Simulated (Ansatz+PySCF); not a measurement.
A calculation with Ansatz (development build ahead of 0.2.0).

```yaml
crystal:
  periodic: [false, false, false]
  atoms:
    - { symbol: O, position_ang: [0.0, 0.0, -0.10849] }
    - { symbol: H, position_ang: [0.0, 0.0, 0.86793] }
    - { symbol: O, position_ang: [29.95179, -0.02567, 0.09374] }
    - { symbol: H, position_ang: [30.38572, 0.20538, -0.7499] }
basis:
  gaussian: { orbitals: cc-pVDZ }
magnetization:
  initial_magnetization: 2
hamiltonian:
  xc: { name: wB97X }
```

The input is written out in the form of the current development build from the run's settings.

Results

```json
{
 "Converged": "yes",
 "Total energy": "-151.41963 hartree",
 "Spin squared of the determinant": "2.000",
 "Stability test": "minimum among restricted orbitals"
}
```

Caution: charge can spread falsely over distant fragments.
